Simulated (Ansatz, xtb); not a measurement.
# CH3OSi−: which of two isomers lies lower

Structure X is `C=[SiH][O-]`, a singlet and structure Y is `C[Si-]=O`, a singlet. Both are isolated ions in the gas phase, relaxed with PBE0-D3(BJ)/def2-SVPD.

X (Å):

| atom | x (Å) | y (Å) | z (Å) |
| --- | --- | --- | --- |
| C | -1.1072 | 1.1803 | 0.5705 |
| O | -1.6380 | 0.5005 | -2.3646 |
| Si | -1.1191 | 0.2547 | -0.8979 |
| H | -1.5083 | 2.1901 | 0.6981 |
| H | -0.6596 | 0.7235 | 1.4607 |
| H | -0.4667 | -1.0948 | -0.6567 |

Y (Å):

```xyz
6

C    -0.9353    0.4735    0.3630
O    -1.3634    1.1030   -2.3915
Si   -2.1890    1.1074   -1.0319
H    -1.3822    0.4304    1.3728
H    -0.0533    1.1401    0.3945
H    -0.5686   -0.5350    0.0954
```

Quicker runs give these differences E(Y) − E(X): GFN2-xTB +14.8 kcal/mol; HF/STO-3G −38.0 kcal/mol (at GFN2-xTB geometries); r2SCAN-D4/def2-SVPD −2.0 kcal/mol (at GFN2-xTB geometries).

Q: Estimate E(Y) − E(X) at the level CCSD(T)/def2-SVPD + ΔMP2/def2-TZVPPD.

A: Calculated at CCSD(T)/def2-SVPD + ΔMP2/def2-TZVPPD: E(Y) − E(X) = −3.4 kcal/mol, so structure Y lies lower.

How the difference moves with the method:

```csv
level,geometry,E(Y) − E(X) (kcal/mol),departure from the last row (kcal/mol),"job, with rough time for the two"
GFN2-xTB,GFN2-xTB,+14.8,+18.2,"optimisation, 0.18 s"
HF/STO-3G,GFN2-xTB,−38.0,−34.5,"single point, 0.5 s"
r2SCAN-D4/def2-SVPD,GFN2-xTB,−2.0,+1.4,"single point, 5.3 s"
PBE0-D3(BJ)/def2-SVPD,PBE0-D3(BJ)/def2-SVPD,−3.8,−0.4,"optimisation, 38 s"
HF/def2-SVPD,PBE0-D3(BJ)/def2-SVPD,−3.2,+0.2,part of the CCSD(T) run
MP2/def2-SVPD,PBE0-D3(BJ)/def2-SVPD,−3.0,+0.4,part of the CCSD(T) run
CCSD(T)/def2-SVPD,PBE0-D3(BJ)/def2-SVPD,−5.2,−1.8,single point
CCSD(T)/def2-SVPD + ΔMP2/def2-TZVPPD,PBE0-D3(BJ)/def2-SVPD,−3.4,,"single point, 40 s"
```

As drawn, Y has 1 C–Si, 1 O=Si, 1 C–H in place of 1 C=Si, 1 O–Si, 1 Si–H.

GFN2-xTB puts the two in the other order. The largest departure from CCSD(T)/def2-SVPD + ΔMP2/def2-TZVPPD is that of HF/STO-3G, 34.5 kcal/mol. The last row adds to CCSD(T) the change of the MP2 difference between the two basis sets, here +1.8 kcal/mol.

With harmonic frequencies from PBE0-D3(BJ)/def2-SVPD (ideal gas, rigid rotor, one conformer each, 298.15 K, 1 atm): on the last row, ΔE + ΔZPE = −2.0 kcal/mol. A mode under 50 cm⁻¹ makes harmonic enthalpies and free energies unreliable, so none is given.

The T1 diagnostic of structure Y is large, so the coupled-cluster value is less sure. The correlated steps freeze 7 core orbitals. Run with Ansatz 0.2.0, xtb 6.7.1; the last row on 1 thread of Intel(R) Xeon(R) Processor @ 2.50GHz (Skylake/Cascade Lake) on a shared host.
